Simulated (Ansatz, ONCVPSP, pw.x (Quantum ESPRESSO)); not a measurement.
What a changed setting does to a pw.x run (diamond Sn)

Potential: optimised norm-conserving Vanderbilt (ONCV), ONCVPSP 4.0.1.1 (patched build), PBEsol; core [Ar] 3d10, reference 4s2 4p6 4d10 5s2 5p0.5; waves: 4s+5s: rc 1.25 bohr, ncon 4, nbas 8, qcut 9.5 1/bohr, 2 projectors; 4p+5p: rc 1.75 bohr, ncon 4, nbas 8, qcut 8.9 1/bohr, 2 projectors; 4d: rc 1.70 bohr, ncon 4, nbas 9, qcut 9.1 1/bohr, 2 projectors, debl 2 Ha; local part: polynomial inside 0.95 bohr (lpopt 4, dvloc0 0 Ha); core correction: Teter function, fcfact 5, rcfact 1.75.

The reference run (k-mesh 8³, cutoffs 100/400 Ry, Fermi–Dirac 0.01 Ry, mixing_beta 0.4, conv_thr 1e-9, no spin) gives -0.02 GPa at 35.058 Å³/atom, where all-electron LAPW gives -0.01 GPa. This run, with its own iteration cap, changes startingwfc to atomic.

```
&control
  calculation='scf', prefix='x', pseudo_dir='./', outdir='./tmp', tstress=.true., disk_io='none'
/
&system
  ibrav=0, nat=2, ntyp=1, ecutwfc=100, ecutrho=400, nbnd=33,
  occupations='smearing', smearing='fd', degauss=0.01
/
&electrons
  conv_thr=1e-09, mixing_beta=0.4, electron_maxstep=60, startingwfc='atomic'
/
ATOMIC_SPECIES
Sn 1.0 Sn.UPF
CELL_PARAMETERS angstrom
  0.00000000 3.27287219 3.27287219
  3.27287219 0.00000000 3.27287219
  3.27287219 3.27287219 0.00000000
ATOMIC_POSITIONS crystal
Sn 0.0000 0.0000 0.0000
Sn 0.2500 0.2500 0.2500
K_POINTS automatic
8 8 8 0 0 0
```

```bash
pw.x < Sn.scf.in > Sn.scf.out
```

Problem. How does the run end?

Solution. It converges in 12 iterations; the free energy moves by +0.0 meV/atom and the pressure by +0.00 GPa. The result is that of the reference run.

```
Message from routine setup:
     using ibrav=0 with symmetry is DISCOURAGED, use correct ibrav instead
     lattice parameter (alat)  =       8.7467  a.u.
     unit-cell volume          =     473.1662 (a.u.)^3
     number of electrons       =        44.00
     number of Kohn-Sham states=           33
     kinetic-energy cutoff     =     100.0000  Ry
     charge density cutoff     =     400.0000  Ry
     scf convergence threshold =      1.0E-09
     Exchange-correlation= PBESOL
     number of k points=    29  Fermi-Dirac smearing, width (Ry)=  0.0100
     iteration #  1     ecut=   100.00 Ry     beta= 0.40
     total energy              =    -922.00038210 Ry
     estimated scf accuracy    <       9.63075183 Ry
     iteration #  2     ecut=   100.00 Ry     beta= 0.40
     total energy              =    -923.98928646 Ry
     estimated scf accuracy    <       0.09961357 Ry
     iteration #  3     ecut=   100.00 Ry     beta= 0.40
     total energy              =    -924.00117665 Ry
     estimated scf accuracy    <       0.01819386 Ry
     iteration #  4     ecut=   100.00 Ry     beta= 0.40
     total energy              =    -924.00318504 Ry
     estimated scf accuracy    <       0.00116316 Ry
     iteration #  5     ecut=   100.00 Ry     beta= 0.40
     total energy              =    -924.00244963 Ry
     estimated scf accuracy    <       0.00102725 Ry
     iteration #  6     ecut=   100.00 Ry     beta= 0.40
     total energy              =    -924.00276535 Ry
     estimated scf accuracy    <       0.00052730 Ry
     iteration #  7     ecut=   100.00 Ry     beta= 0.40
     total energy              =    -924.00263999 Ry
     estimated scf accuracy    <       0.00023643 Ry
     iteration #  8     ecut=   100.00 Ry     beta= 0.40
     total energy              =    -924.00268569 Ry
     estimated scf accuracy    <       0.00000220 Ry
     iteration #  9     ecut=   100.00 Ry     beta= 0.40
     total energy              =    -924.00268624 Ry
     estimated scf accuracy    <       0.00000014 Ry
     iteration # 10     ecut=   100.00 Ry     beta= 0.40
     total energy              =    -924.00268625 Ry
     estimated scf accuracy    <       0.00000001 Ry
     iteration # 11     ecut=   100.00 Ry     beta= 0.40
     total energy              =    -924.00268625 Ry
     estimated scf accuracy    <          1.1E-09 Ry
     iteration # 12     ecut=   100.00 Ry     beta= 0.40
     the Fermi energy is     9.1059 ev
!    total energy              =    -924.00268625 Ry
     estimated scf accuracy    <          2.3E-10 Ry
     smearing contrib. (-TS)   =      -0.00126667 Ry
     The total energy is F=E-TS. E is the sum of the following terms:
     one-electron contribution =    -680.86162117 Ry
     hartree contribution      =     334.71726333 Ry
     xc contribution           =    -156.30798497 Ry
     ewald contribution        =    -421.54907678 Ry
     convergence has been achieved in  12 iterations
          total   stress  (Ry/bohr**3)                   (kbar)     P=       -0.22
     Message from routine punch:
     Nothing written, as per user request (disk_io='none')
```

The run took about 4.9 min on one core of a shared host (Neoverse-N1, 64 threads, 124 GiB, load 59).
